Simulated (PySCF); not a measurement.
## What an electron can do to F2

r²SCAN in PySCF with def2-TZVPPD on every atom, for the lowest determinant that a PBE0 search found; no spin–orbit coupling.

```
species  state (unpaired electrons)  Re (Å)  ωe (cm⁻¹)  energy of the minimum from the neutral (eV)  De (eV)  dissociates to
     F2      singlet (closed shell)   1.398       1046                                         0.00     1.67           F + F
    F₂⁺               doublet (π ↑)   1.298       1217                                        15.34     3.88          F⁺ + F
    F₂⁻               doublet (σ ↑)   2.016        343                                        -3.52     1.88          F + F⁻
```

Task: Work out the lowest energy to break F2 into atoms, from its vibrational ground state.

Result: D0 = De − ωe/2 = 1.67 − 0.06 = 1.61 eV (r²SCAN/def2-TZVPPD).

Task: Work out the ionisation energy of the F atom at this level and the threshold of dissociative ionisation.

Result: IE(F) = 15.34 + 3.88 − 1.67 = 17.55 eV, so F⁺ + F + e⁻ appears at D0 + IE(F) = 19.16 eV (r²SCAN/def2-TZVPPD). The measured IE(F) is 17.423 eV (NIST ASD).

Task: Work out the electron affinity of the F atom and the threshold of dissociative attachment.

Result: EA(F) = 1.67 − 1.88 − (-3.52) = 3.31 eV, so F + F⁻ needs D0 − EA(F) = -1.70 eV (negative: it is exothermic at zero electron energy) (r²SCAN/def2-TZVPPD). The measured EA(F) is 3.401 eV.

Task: At which energy does ion-pair formation open?

Result: F⁺ + F⁻ lies at D0 + IE(F) − EA(F) = 15.85 eV (r²SCAN/def2-TZVPPD).

These are thermodynamic thresholds; the onsets seen under electron impact lie higher where the geometry changes, and cross-sections peak well above them.

States were picked by a PBE0 search and need not be the measured ground states.
